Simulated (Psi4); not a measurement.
# [AlH3]− (SMILES [AlH3-]): levels of theory compared

Aim: a comparison of 3 runs (UHF/STO-3G, UCAM-B3LYP/pcseg-1, ROCISDT/def2-SVP) of [AlH3]−. 

The calculation is run with Psi4 1.11.

1 further run of the same task is left out (set aside as unsound or not needed).

## Step 1: The structure to begin with

[AlH3]−: 4 atoms, total charge -1, spin state doublet. SMILES: `[AlH3-]`. The shape comes from GFN2-xTB, which is rough for such elements, and wasn't checked as a minimum.

Bond lengths: Al1–H2 1.684 Å, Al1–H3 1.685 Å, Al1–H4 1.685 Å. Angles: H2–Al1–H3 101.1°, H2–Al1–H4 101.1°, H3–Al1–H4 101.1°.

## Step 2: Energy and forces at UHF/STO-3G (run 1)

job.inp reads:

```
memory 1600 mb

molecule {
  -1 2
  Al    -0.161060     0.455350    -0.307260
  H      0.471920     0.754070     1.224440
  H     -1.350110    -0.683860     0.050500
  H      1.039250    -0.525560    -0.967690
  symmetry c1
}

set basis STO-3G
set reference uhf
set puream true
set e_convergence 1e-09
set d_convergence 1e-08
set scf_type pk
set maxiter 200

energy_value, wavefunction = gradient("scf", return_wfn=True)
oeprop(wavefunction, "DIPOLE", "QUADRUPOLE", "MULLIKEN_CHARGES", title="SCF")
```

On the command line:

```bash
$ psi4 -n 1 job.inp job.out
```

job.out:

```text
[...]
  Running in c1 symmetry.
[...]
  Nuclear repulsion =   12.860409124912710
[...]
  Multiplicity = 2
[...]
  Nalpha       = 9
  Nbeta        = 8
[...]
    Number of basis functions: 12
[...]
   @UHF iter   1:  -240.44574330157846   -1.25761e+00   5.35123e-03 ADIIS/DIIS
[...]
   @UHF iter  10:  -240.45079301485850   -1.42109e-13   1.95701e-09 DIIS
[...]
   @S^2 Observed:                7.504918318E-01
[...]
  @UHF Final Energy:  -240.45079301485850
   => Energetics <=
    Nuclear Repulsion Energy =             12.8604091249127102
    One-Electron Energy =                -367.8784540733097401
    Two-Electron Energy =                 114.5672519335385147
    Total Energy =                       -240.4507930148585046
  UHF NO Occupations:
  HONO-2 :    7  A 1.9999965
  HONO-1 :    8  A 1.9997611
[...]
  -Total Gradient:
     Atom            X                  Y                   Z
    ------   -----------------  -----------------  -----------------
       1       -0.022581290191     0.064094375006    -0.043091350945
       2        0.017712562051     0.000746565919     0.041673867684
       3       -0.026785026789    -0.034365709424     0.013157294587
       4        0.031653754929    -0.030475231501    -0.011739811326
[...]
  Mulliken Charges: (a.u.)
   Center  Symbol    Alpha    Beta     Spin     Total
       1    AL     6.75106  5.87888  0.87218  0.37006
       2     H     0.74955  0.70699  0.04256 -0.45654
       3     H     0.74971  0.70707  0.04264 -0.45677
       4     H     0.74968  0.70706  0.04263 -0.45674
   Total alpha =  9.00000, Total beta =  8.00000, Total charge = -1.00000
    Psi4 run time: 0:00:02.59
```

It took 6.4 s on 1 thread of Intel Xeon at 2.50GHz (Skylake/Cascade Lake), shared host; peak memory 0.18 GiB.

## Step 3: Energy and forces at UCAM-B3LYP/pcseg-1 (run 2)

calc.inp reads:

```
memory 1600 mb

molecule system {
  -1 2
  Al    -0.161060     0.455350    -0.307260
  H      0.471920     0.754070     1.224440
  H     -1.350110    -0.683860     0.050500
  H      1.039250    -0.525560    -0.967690
  symmetry c1
}

set {
  basis pcseg-1
  reference uks
  puream true
  e_convergence 1e-09
  d_convergence 1e-08
  scf_type pk
  dft_radial_points 99
  dft_spherical_points 590
  maxiter 200
}

gradient("cam-b3lyp")
```

On the command line:

```bash
$ psi4 -n 1 calc.inp calc.out
```

calc.out:

```text
[...]
  Running in c1 symmetry.
[...]
  Nuclear repulsion =   12.860409124912710
[...]
  Multiplicity = 2
[...]
  Nalpha       = 9
  Nbeta        = 8
[...]
    Number of basis functions: 33
[...]
   @UKS iter   1:  -244.13983638750761   -5.19802e-01   5.90685e-03 ADIIS/DIIS
[...]
   @UKS iter  10:  -244.18786793734591   -4.17799e-12   5.61562e-09 DIIS
[...]
   @S^2 Observed:                7.506928947E-01
[...]
  @UKS Final Energy:  -244.18786793734591
   => Energetics <=
    Nuclear Repulsion Energy =             12.8604091249127102
    One-Electron Energy =                -367.9960182355969209
    Two-Electron Energy =                 125.8366323375474849
    DFT Exchange-Correlation Energy =     -14.8888911642092232
    Empirical Dispersion Energy =           0.0000000000000000
    VV10 Nonlocal Energy =                  0.0000000000000000
    Total Energy =                       -244.1878679373459136
[...]
  -Total Gradient:
     Atom            X                  Y                   Z
    ------   -----------------  -----------------  -----------------
       1       -0.008784564327     0.025046904927    -0.016768415242
       2        0.003305268149    -0.007489855126     0.006588631833
       3        0.001560186100    -0.008864401055     0.005589490312
       4        0.003919019344    -0.008693096889     0.004590062904
[...]
```

It took 32 s on 1 thread of Intel Xeon at 2.50GHz (Skylake/Cascade Lake), shared host; peak memory 0.43 GiB.

## Step 4: The energy at ROCISDT/def2-SVP (density fitting) (run 3)

alh3.xyz reads:

```xyz
4
AlH3
Al    -0.161060     0.455350    -0.307260
H      0.471920     0.754070     1.224440
H     -1.350110    -0.683860     0.050500
H      1.039250    -0.525560    -0.967690
```

run_ase.py reads:

```python
import numpy as np
from ase.calculators.psi4 import Psi4
from ase.io import read

a = read('alh3.xyz')
calc = Psi4(atoms=a, method='cisdt', basis='def2-SVP', memory='1600MB', num_threads=1, charge=-1, multiplicity=2, label='alh3', reference='rohf')
calc.psi4.set_options({'freeze_core': True})
a.calc = calc

print(f'energy: {a.get_potential_energy():.6f} eV')
```

On the command line:

```bash
$ python run_ase.py
```

alh3.dat:

```text
[...]
  Running in c1 symmetry.
[...]
  Nuclear repulsion =   12.860409124912710
[...]
  Multiplicity = 2
[...]
  Nalpha       = 9
  Nbeta        = 8
[...]
    Number of basis functions: 33
[...]
   @ROHF iter   1:  -243.51669730233428   -6.46598e-01   3.06610e-03 DIIS
[...]
   @ROHF iter   9:  -243.53638107179668   -1.30740e-12   1.45260e-09 DIIS
[...]
    Orbital Energies [Eh]
    ---------------------
    Doubly Occupied:
       1A    -58.211284     2A     -4.643099     3A     -2.960710
       4A     -2.960397     5A     -2.960394     6A     -0.320754
       7A     -0.174623     8A     -0.174567
    Singly Occupied:
       9A      0.097410
[...]
  @ROHF Final Energy:  -243.53638107179668
[...]
 Multipole Moments:
 ------------------------------------------------------------------------------------
     Multipole            Electronic (a.u.)      Nuclear  (a.u.)        Total (a.u.)
 ------------------------------------------------------------------------------------
 L = 1.  Multiply by 2.5417464519 to convert [e a0] to [Debye]
 Dipole X            :         -0.7912168            0.5631659           -0.2280509
 Dipole Y            :          2.2385713           -1.5921867            0.6463846
 Dipole Z            :         -1.5095036            1.0743632           -0.4351404
 Magnitude           :                                                    0.8118913
[...]
Warning: iopen=0,opentype!=closed. Making iopen=1
[...]
   ==> Energetics <==
    SCF energy =         -243.536381071796626
    Total CI energy =    -243.641126272999401
[...]
```

On the terminal:

```text
energy: -6629.812738 eV
```

Wall time 69 s (1 thread of Intel Xeon at 2.50GHz (Skylake/Cascade Lake), shared host); peak memory 0.25 GiB.

## Step 5: The series

```tsv
run	level	integration grid	task	energy (Eh)	HOMO energy (eV)	LUMO energy (eV)	⟨S²⟩	wall time
1	UHF/STO-3G	–	gradient	-240.450793	3.64	16.11	0.750	6.4 s
2	UCAM-B3LYP/pcseg-1	99 radial × 590 angular	gradient	-244.187868	-0.66	4.04	0.751	32 s
3	ROCISDT/def2-SVP (density fitting)	–	energy	-243.641126	–	–	–	69 s
```

## Step 6: Summary of results

| quantity | value |
| --- | --- |
| run 3: total energy | -243.64113 Eh |
| run 3: correlation energy (5 core orbitals frozen) | -104.7 mEh |

What this shows: In runs 1, 3 the HOMO lies above zero, so the outermost electron may be held by the basis alone. In run 1 the basis is minimal, so the values are rough. All runs together took 1.8 min, the longest 69 s.
